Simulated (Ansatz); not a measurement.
Energy profile

The step: C₂H₄ (C=C) + SiH₄ → C₂H₈Si (CC[SiH3]); bonds formed: Si1–C6, H2–C7; bonds broken: Si1–H2 (atoms numbered as in the saddle structure below).

Si1  (-0.758, 0.841, -0.489)
H2  (0.706, 0.529, -1.067)
H3  (-1.244, -0.348, -1.256)
H4  (-1.842, 1.814, -0.919)
H5  (-0.098, 1.718, 0.528)
C6  (-0.081, -0.723, 0.889)
C7  (1.025, -0.603, 0.043)
H8  (-0.045, -0.279, 1.874)
H9  (-0.753, -1.562, 0.767)
H10  (1.899, -0.050, 0.369)
H11  (1.192, -1.336, -0.739)
(Å)

Electronic energies by CCSD(T) at an estimated basis limit (MP2 extrapolated from triple and quadruple zeta, plus CCSD(T) − MP2 in triple zeta), on PBE0-D4/def2-TZVP structures; C2H8Si, closed shell; no counterpoise correction. Computed with Ansatz 0.2.0 (basis: def2-TZVPP and def2-QZVPP); correlated methods freeze the cores. Extrapolation: Hartree–Fock as exp(−7.88 √X), correlation as X^−2.97.

(1) Give the profile in eV, counted from the separated reactants. (An estimate is asked for; the value comes from the calculation.)

T1 diagnostic: at most 0.017.

Results:

(1) The calculation gives:
```json
{"point": "separated: SiH4 (Si1, H2, H3, H4, H5; singlet) + C2H4 (linked as [CH2][CH2]; C6, C7, H8, H9, H10, H11; singlet)", "eV": "0.000"}
{"point": "start structure", "eV": "-0.059"}
{"point": "saddle", "eV": "2.213"}
{"point": "end structure", "eV": "-1.402"}
```

For scale, one of the runs: CCSD(T)/def2-TZVPP, 216 basis functions, launched by `ansatz run in.yaml --threads 2 --pin off --events-out ev --progress --plain --max-ram 4352MiB`. Hardware: 2 CPU threads of an Arm Neoverse V1, shared host. Wall time 74 s; peak host memory 3.1 GiB.
